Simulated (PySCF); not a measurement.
# Solvent effects on NMR parameters

Molfile (atoms numbered from 1):
```
C5H11N
     RDKit          3D

 17 17  0  0  0  0  0  0  0  0999 V2000
   -1.9291    0.7347   -0.3856 C   0  0  0  0  0  0  0  0  0  0  0  0
   -0.7252    0.2382    0.2132 N   0  0  0  0  0  0  0  0  0  0  0  0
    0.4465    1.0630    0.0222 C   0  0  0  0  0  0  0  0  0  0  0  0
    1.5925    0.1944    0.5462 C   0  0  0  0  0  0  0  0  0  0  0  0
    1.0710   -1.2520    0.3968 C   0  0  0  0  0  0  0  0  0  0  0  0
   -0.3262   -1.0867   -0.2048 C   0  0  0  0  0  0  0  0  0  0  0  0
   -2.7733    0.0659   -0.1560 H   0  0  0  0  0  0  0  0  0  0  0  0
   -2.1727    1.7303    0.0172 H   0  0  0  0  0  0  0  0  0  0  0  0
   -1.8599    0.8253   -1.4951 H   0  0  0  0  0  0  0  0  0  0  0  0
    0.6051    1.3016   -1.0571 H   0  0  0  0  0  0  0  0  0  0  0  0
    0.3442    2.0234    0.5532 H   0  0  0  0  0  0  0  0  0  0  0  0
    2.5231    0.3713   -0.0121 H   0  0  0  0  0  0  0  0  0  0  0  0
    1.7992    0.4241    1.6014 H   0  0  0  0  0  0  0  0  0  0  0  0
    1.7161   -1.8741   -0.2404 H   0  0  0  0  0  0  0  0  0  0  0  0
    1.0119   -1.7450    1.3778 H   0  0  0  0  0  0  0  0  0  0  0  0
   -0.2794   -1.1660   -1.3178 H   0  0  0  0  0  0  0  0  0  0  0  0
   -1.0471   -1.8447    0.1425 H   0  0  0  0  0  0  0  0  0  0  0  0
  1  2  1  0
  2  3  1  0
  3  4  1  0
  4  5  1  0
  5  6  1  0
  6  2  1  0
  1  7  1  0
  1  8  1  0
  1  9  1  0
  3 10  1  0
  3 11  1  0
  4 12  1  0
  4 13  1  0
  5 14  1  0
  5 15  1  0
  6 16  1  0
  6 17  1  0
M  END
```

GIAO PBE0/pcSseg-1 in PySCF 2.14.0 with density-fitted response routines on one PBE0-D3(BJ)/def2-SVP conformer, non-relativistic, equivalent nuclei averaged. Solvents enter as an IEF-PCM continuum (dichloromethane with ε = 8.9, acetone with ε = 20.5) around the gas-phase geometry. Shifts are referred to TMS computed in the same medium.

Gas phase, δ in ppm: C3/C6 57.1, C1 41.0, C4/C5 25.8, H7/H8/H9 2.17, H10/H11/H16/H17 2.11, H12/H13/H14/H15 1.63. Dipole moment 0.43 D.

Q: How does each δ change in the continuum?

A: 
```json
{"atoms": "C3/C6", "environment": "sp3 CH2 bonded to N", "Δδ, dichloromethane": "+0.6", "Δδ, acetone": "+0.7"}
{"atoms": "C1", "environment": "methyl carbon bonded to N", "Δδ, dichloromethane": "+0.3", "Δδ, acetone": "+0.3"}
{"atoms": "C4/C5", "environment": "sp3 CH2 in a ring", "Δδ, dichloromethane": "+0.5", "Δδ, acetone": "+0.6"}
{"atoms": "H7/H8/H9", "environment": "hydrogen on a methyl carbon bonded to N", "Δδ, dichloromethane": "+0.04", "Δδ, acetone": "+0.05"}
{"atoms": "H10/H11/H16/H17", "environment": "hydrogen on an sp3 CH2 bonded to N", "Δδ, dichloromethane": "+0.04", "Δδ, acetone": "+0.04"}
{"atoms": "H12/H13/H14/H15", "environment": "hydrogen on an sp3 CH2 in a ring", "Δδ, dichloromethane": "+0.02", "Δδ, acetone": "+0.02"}
```

Changes are relative to the gas phase. The dipole moment becomes 0.63 D in dichloromethane, 0.67 D in acetone.

Q: Which nuclei move most (in ppm), and what does the model miss?

A: C3/C6 (sp3 CH2 bonded to N, +0.7 ppm) and C4/C5 (sp3 CH2 in a ring, +0.6 ppm) in acetone. A continuum only polarises the solute; specific hydrogen bonds, the anisotropy of aromatic solvents and changes of geometry or conformer are outside it.
